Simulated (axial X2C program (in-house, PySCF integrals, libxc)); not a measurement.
# Low determinants of AlSi at the PBE0 level, two-component

All values were computed with an axial X2C code built on PySCF integrals. Two-component (2c) means X2C with spin–orbit coupling and atomic mean-field two-electron Coulomb and Gaunt terms. Basis: Si dyall-v3z [8s7p2d1f], Al dyall-v3z [8s8p2d1f] (cores contracted in-house); Gaussian nuclei, density fitting, unrestricted open shells. Masses: Si 27.977 u, Al 26.982 u.

Search at 2.420 Å (vertical energies from the lowest determinant):

```tsv
ΔE (eV)	state	electrons beyond evenly filled partner blocks	electrons in ±ω = 1/2, 3/2, 5/2, 7/2
0.00	Ω = 3/2	ω = 3/2	22 5 0 0
0.26	Ω = 1/2	2 × ω = -1/2, ω = 3/2	22 5 0 0
0.80	Ω = 1/2	ω = 1/2	23 4 0 0
0.82	Ω = 5/2	2 × ω = 1/2, ω = 3/2	22 5 0 0
0.83	Ω = 1/2	ω = 1/2	21 6 0 0
2.45	Ω = 5/2	ω = -1/2, 2 × ω = 3/2	21 6 0 0
2.68	Ω = 7/2	ω = 1/2, 2 × ω = 3/2	21 6 0 0
```

Lowest determinant, Ω = 3/2 (⟨Sz⟩ = 1.50, ⟨Lz⟩ = 0.00 at PBE0): Re = 2.423 Å, ωe = 377.0 cm⁻¹.

The determinant in row 2 of the search, Ω = 1/2 (⟨Sz⟩ = 0.50, ⟨Lz⟩ = 0.00 at PBE0), was followed along the bond at PBE0; measured from the minimum of the lowest determinant it gives:

Te = 0.255 eV (2056 cm⁻¹), Re = 2.404 Å, ωe = 394.0 cm⁻¹.

(1) Compare the bond of the determinant in row 2 with that of the lowest one.

The search compares states at one distance, so a state with another bond length can lie lower; it is not exhaustive and yields mostly the lowest determinant of each block pattern, so other components and higher states of one pattern are missing. These are energies of single determinants, not of spin-adapted states; PBE0 term energies can be off by some tenths of an eV, and the functional has no current term. The lowest determinant need not be the ground state where others lie within half an eV.

Results:

(1) At PBE0 its Re is 0.019 Å shorter and its force constant, which goes as ωe², is 1.09 times that of the lowest determinant. This determinant mixes spin states, so it has no term energy of its own.
